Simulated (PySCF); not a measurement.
PySCF input file for formamide (CH3NO), SMILES NC=O, TDDFT-PBE/def2-SVPD. Geometry optimised at B3LYP-D3(BJ)/def2-TZVP. Other conformers were not sampled.

```python
import numpy as np
from pyscf import gto, scf, dft, tdscf

mol = gto.M(
    atom='''
    N     0.15747520   -1.08120442    0.00000000
    C    -0.38560668    0.16171494    0.00000000
    O     0.24534263    1.19337567    0.00000000
    H     1.15955293   -1.18275087    0.00000000
    H    -0.42002242   -1.90304199    0.00000000
    H    -1.49095788    0.13692883    0.00000000
    ''',
    basis='def2-SVPD',
    charge=0,
    spin=0,
    symmetry=True,
    max_memory=1600,
    verbose=4,
)
mf = dft.RKS(mol, xc='pbe').density_fit(auxbasis='def2-universal-jkfit')
mf.grids.level = 3
mf.conv_tol = 1e-9
mf.max_cycle = 100
mf.kernel()
mf.grids = dft.Grids(mol).set(level=1).build(with_non0tab=True)  # coarser grid for the response kernel
td = tdscf.TDDFT(mf)
td.singlet = True
td.nstates = 10
td.conv_tol = 1e-4
td.positive_eig_threshold = 1e-6
td.kernel(x0=td.get_init_guess(mf, 15))
td.analyze()
tt = tdscf.TDA(mf)
tt.singlet = False
tt.nstates = 4
tt.conv_tol = 1e-4
tt.positive_eig_threshold = 1e-6
tt.kernel(x0=tt.get_init_guess(mf, 9))
tt.analyze(verbose=3)
```

Output:

```
PySCF version 2.14.0

[INPUT] verbose = 4
[INPUT] num. atoms = 6
[INPUT] num. electrons = 24
[INPUT] charge = 0
[INPUT] spin (= nelec alpha-beta = 2S) = 0
[INPUT] symmetry True subgroup None
[INPUT] Mole.unit = angstrom
[INPUT] Symbol           X                Y                Z      unit          X                Y                Z       unit  Magmom
[INPUT]  1 N      0.157475200000  -1.081204420000   0.000000000000 AA    0.297584999411  -2.043180238469   0.000000000000 Bohr   0.0
[INPUT]  2 C     -0.385606680000   0.161714940000   0.000000000000 AA   -0.728691017003   0.305596946850   0.000000000000 Bohr   0.0
[INPUT]  3 O      0.245342630000   1.193375670000   0.000000000000 AA    0.463630377380   2.255153180019   0.000000000000 Bohr   0.0
[INPUT]  4 H      1.159552930000  -1.182750870000   0.000000000000 AA    2.191237464637  -2.235075217891   0.000000000000 Bohr   0.0
[INPUT]  5 H     -0.420022420000  -1.903041990000   0.000000000000 AA   -0.793727339977  -3.596228164647   0.000000000000 Bohr   0.0
[INPUT]  6 H     -1.490957880000   0.136928830000   0.000000000000 AA   -2.817502056462   0.258757987257   0.000000000000 Bohr   0.0

nuclear repulsion = 71.336419399303
point group symmetry = Cs
symmetry origin: [-7.8738586e-10  2.3621576e-09  0.0000000e+00]
symmetry axis x: [ 1.00000000e+00 -4.16311432e-10  0.00000000e+00]
symmetry axis y: [4.16311432e-10 1.00000000e+00 0.00000000e+00]
symmetry axis z: [0. 0. 1.]
num. orbitals of irrep A' = 62
num. orbitals of irrep A" = 25
number of shells = 37
number of NR pGTOs = 123
number of NR cGTOs = 87
basis = def2-SVPD
ecp = {}


******** <class 'pyscf.df.df_jk.DFSymAdaptedRKS'> ********
method = DFSymAdaptedRKS
initial guess = minao
damping factor = 0
level_shift factor = 0
DIIS = <class 'pyscf.scf.diis.CDIIS'>
diis_start_cycle = 1
diis_space = 8
diis_damp = 0
SCF conv_tol = 1e-09
SCF conv_tol_grad = None
SCF max_cycles = 100
direct_scf = False
XC library pyscf.dft.libxc version 7.1.2
    S. Lehtola, C. Steigemann, M. J. T. Oliveira, and M. A. L. Marques,  SoftwareX 7, 1–5 (2018)
XC functionals = pbe
    J. P. Perdew, K. Burke, and M. Ernzerhof,  Phys. Rev. Lett. 77, 3865 (1996)
    J. P. Perdew, K. Burke, and M. Ernzerhof,  Phys. Rev. Lett. 78, 1396 (1997)
    J. P. Perdew, K. Burke, and M. Ernzerhof,  Phys. Rev. Lett. 77, 3865 (1996)
    J. P. Perdew, K. Burke, and M. Ernzerhof,  Phys. Rev. Lett. 78, 1396 (1997)
radial grids:
    Treutler-Ahlrichs [JCP 102, 346 (1995); DOI:10.1063/1.469408] (M4) radial grids

becke partition: Becke, JCP 88, 2547 (1988); DOI:10.1063/1.454033
pruning grids: <function nwchem_prune>
grids dens level: 3
symmetrized grids: True
atomic radii adjust function: <function treutler_atomic_radii_adjust>
small_rho_cutoff = 0
Freeze 0 electrons in irreps []
    24 free electrons in irreps A' A"
Set gradient conv threshold to 3.16228e-05
Initial guess from minao.
tot grids = 71528
init E= -169.883835998887
HOMO (A") = -0.320989749026777  LUMO (A") = -0.0802527244066366  gap/eV = 6.55079
cycle= 1 E= -169.450553820716  delta_E= 0.433  |g|= 0.832  |ddm|= 2.96
HOMO (A') = -0.0499078383894025  LUMO (A') = 0.0138623140479948  gap/eV = 1.73527
cycle= 2 E= -167.364888508276  delta_E= 2.09  |g|= 2.86  |ddm|= 15.2
HOMO (A") = -0.234071388867216  LUMO (A") = -0.0298127819129108  gap/eV = 5.55816
cycle= 3 E= -169.568181645124  delta_E= -2.2  |g|= 0.346  |ddm|=   15
HOMO (A') = -0.22541259332606  LUMO (A") = -0.0326343957612745  gap/eV = 5.24576
cycle= 4 E= -169.57894368882  delta_E= -0.0108  |g|= 0.288  |ddm|= 0.491
HOMO (A') = -0.220647593232423  LUMO (A") = -0.0296879322159894  gap/eV = 5.19628
cycle= 5 E= -169.596737386173  delta_E= -0.0178  |g|= 0.0266  |ddm|= 0.211
HOMO (A') = -0.221330150584825  LUMO (A") = -0.0286598765259171  gap/eV = 5.24283
cycle= 6 E= -169.596934019738  delta_E= -0.000197  |g|= 0.00673  |ddm|= 0.0367
HOMO (A') = -0.222399708252654  LUMO (A") = -0.0294286838482561  gap/eV = 5.25101
cycle= 7 E= -169.596945193415  delta_E= -1.12e-05  |g|= 0.00159  |ddm|= 0.00894
HOMO (A') = -0.222287299803374  LUMO (A") = -0.0292386721448622  gap/eV = 5.25312
cycle= 8 E= -169.596945656294  delta_E= -4.63e-07  |g|= 0.000619  |ddm|= 0.00173
HOMO (A') = -0.222380593553423  LUMO (A") = -0.029337456682513  gap/eV = 5.25297
cycle= 9 E= -169.596945748993  delta_E= -9.27e-08  |g|= 0.000153  |ddm|= 0.000678
HOMO (A') = -0.222388895488483  LUMO (A") = -0.029335660014688  gap/eV = 5.25325
cycle= 10 E= -169.596945754188  delta_E= -5.2e-09  |g|= 1.69e-05  |ddm|= 0.000137
HOMO (A') = -0.222389375606141  LUMO (A") = -0.0293359241120121  gap/eV = 5.25325
cycle= 11 E= -169.596945754257  delta_E= -6.9e-11  |g|= 1.52e-06  |ddm|= 2.07e-05
HOMO (A') = -0.222390068507854  LUMO (A") = -0.0293363689525155  gap/eV = 5.25326
Extra cycle  E= -169.596945754255  delta_E= 2.59e-12  |g|= 3.76e-06  |ddm|= 5.98e-06
converged SCF energy = -169.596945754255
tot grids = 22896
Overwritten attributes  positive_eig_threshold  of <class 'pyscf.tdscf.rks.CasidaTDDFT'>


******** <class 'pyscf.tdscf.rks.CasidaTDDFT'> for <class 'pyscf.df.df_jk.DFSymAdaptedRKS'> ********
nstates = 10 singlet
deg_eia_thresh = 1.000e-03
wfnsym = None
conv_tol = 0.0001
eigh lindep = 1e-12
eigh level_shift = 0
eigh max_cycle = 100


Excitation energies (eV)
[5.45587001 6.04813169 6.79874959 6.80673926 7.57131693 7.64795892
 7.80237941 8.58801198 8.62831694 8.68186322]

** Singlet excitation energies and oscillator strengths **
Excited State   1:   A"      5.45587 eV    227.25 nm  f=0.0006
      12 -> 13       -0.70665
Excited State   2:   A'      6.04813 eV    205.00 nm  f=0.0208
      11 -> 13        0.17658
      12 -> 14       -0.68331
Excited State   3:   A'      6.79875 eV    182.36 nm  f=0.0783
      12 -> 15        0.70296
Excited State   4:   A"      6.80674 eV    182.15 nm  f=0.0101
      11 -> 14        0.70521
Excited State   5:   A"      7.57132 eV    163.76 nm  f=0.0031
      11 -> 15       -0.70564
Excited State   6:   A'      7.64796 eV    162.11 nm  f=0.3053
      11 -> 13        0.64961
      11 -> 18       -0.10337
      12 -> 14        0.16234
Excited State   7:   A'      7.80238 eV    158.91 nm  f=0.0319
      12 -> 16        0.70270
Excited State   8:   A"      8.58801 eV    144.37 nm  f=0.0050
      11 -> 16       -0.70292
Excited State   9:   A'      8.62832 eV    143.69 nm  f=0.0339
      12 -> 17        0.69184
Excited State  10:   A"      8.68186 eV    142.81 nm  f=0.0106
      12 -> 18        0.70292

** Transition electric dipole moments (AU) **
state          X           Y           Z        Dip. S.      Osc.
  1         0.0000      0.0000     -0.0678      0.0046      0.0006
  2         0.0721      0.3675     -0.0000      0.1403      0.0208
  3         0.6765      0.1110     -0.0000      0.4699      0.0783
  4        -0.0000      0.0000     -0.2467      0.0609      0.0101
  5        -0.0000     -0.0000      0.1300      0.0169      0.0031
  6         0.2067     -1.2597      0.0000      1.6296      0.3053
  7         0.3369      0.2307     -0.0000      0.1667      0.0319
  8        -0.0000      0.0000     -0.1541      0.0237      0.0050
  9         0.3819      0.1196     -0.0000      0.1601      0.0339
 10        -0.0000      0.0000      0.2232      0.0498      0.0106

** Transition velocity dipole moments (imaginary part, AU) **
state          X           Y           Z        Dip. S.      Osc.
  1         0.0000      0.0000     -0.0179      0.0003      0.0011
  2         0.0158      0.0843     -0.0000      0.0074      0.0221
  3         0.1701      0.0229     -0.0000      0.0295      0.0786
  4        -0.0000      0.0000     -0.0778      0.0060      0.0161
  5        -0.0000     -0.0000      0.0381      0.0014      0.0035
  6         0.0563     -0.3539      0.0000      0.1284      0.3045
  7         0.0940      0.0666     -0.0000      0.0133      0.0309
  8        -0.0000      0.0000     -0.0443      0.0020      0.0041
  9         0.1231      0.0363     -0.0000      0.0165      0.0346
 10        -0.0000      0.0000      0.0671      0.0045      0.0094

** Transition magnetic dipole moments (imaginary part, AU) **
state          X           Y           Z
  1         0.4161      0.9673     -0.0000
  2        -0.0000      0.0000     -0.1480
  3        -0.0000     -0.0000     -0.1716
  4        -0.4251     -0.0041     -0.0000
  5         0.0300      0.0532     -0.0000
  6         0.0000     -0.0000     -0.4496
  7         0.0000     -0.0000      0.4761
  8         0.4685      0.0414      0.0000
  9         0.0000     -0.0000      0.4084
 10         0.1413     -0.1607     -0.0000
Overwritten attributes  positive_eig_threshold  of <class 'pyscf.tdscf.rks.TDA'>


******** <class 'pyscf.tdscf.rks.TDA'> for <class 'pyscf.df.df_jk.DFSymAdaptedRKS'> ********
nstates = 4 triplet
deg_eia_thresh = 1.000e-03
wfnsym = None
conv_tol = 0.0001
eigh lindep = 1e-12
eigh level_shift = 0
eigh max_cycle = 100


Excitation energies (eV)
[4.91693739 5.40287433 5.80037995 6.56140685]

** Triplet excitation energies and oscillator strengths **
Excited State   1:   A"      4.91694 eV    252.16 nm  f=0.0000
Excited State   2:   A'      5.40287 eV    229.48 nm  f=0.0000
Excited State   3:   A'      5.80038 eV    213.75 nm  f=0.0000
Excited State   4:   A"      6.56141 eV    188.96 nm  f=0.0000
```

The run converged.

Cost: very roughly 8 core-seconds.
